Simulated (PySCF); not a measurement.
**Continuum solvent and chemical shifts**

Bonds (- single, = double, # triple, : aromatic): N1#C2 1.157 Å, C2-C3 1.455 Å, C3-S4 1.823 Å. C3 carries H5, H6; S4 carries H7.

GIAO PBE0/pcSseg-1 in PySCF 2.14 on one PBE0-D3(BJ)/def2-SVP conformer, non-relativistic, equivalent nuclei averaged. Solvents enter as an IEF-PCM continuum (benzene with ε = 2.3, chloroform with ε = 4.7) around the gas-phase geometry. Shifts are referred to TMS, CS2 computed in the same medium.

Gas phase, δ in ppm: C2 121.8, C3 13.8, S4 -70.8, H5/H6 2.88, H7 2.33. Dipole moment 3.20 D.

Q: How does each δ change in the continuum?

A: 
```json
{"atoms": "C2", "environment": "nitrile carbon", "Δδ, benzene": "+3.4", "Δδ, chloroform": "+5.4"}
{"atoms": "C3", "environment": "sp3 CH2 bonded to S, α to a nitrile", "Δδ, benzene": "+0.1", "Δδ, chloroform": "+0.2"}
{"atoms": "S4", "environment": "thiol sulfur", "Δδ, benzene": "-9.5", "Δδ, chloroform": "-15.4"}
{"atoms": "H5/H6", "environment": "hydrogen on an sp3 CH2 bonded to S, α to a nitrile", "Δδ, benzene": "+0.20", "Δδ, chloroform": "+0.32"}
{"atoms": "H7", "environment": "hydrogen on a thiol sulfur", "Δδ, benzene": "+0.35", "Δδ, chloroform": "+0.57"}
```

Changes are relative to the gas phase. The dipole moment becomes 3.59 D in benzene, 3.83 D in chloroform.

Q: Which nuclei move most (in ppm), and what does the model miss?

A: S4 (thiol sulfur, -15.4 ppm) in chloroform. A continuum only polarises the solute; specific hydrogen bonds, the anisotropy of aromatic solvents and changes of geometry or conformer are outside it.
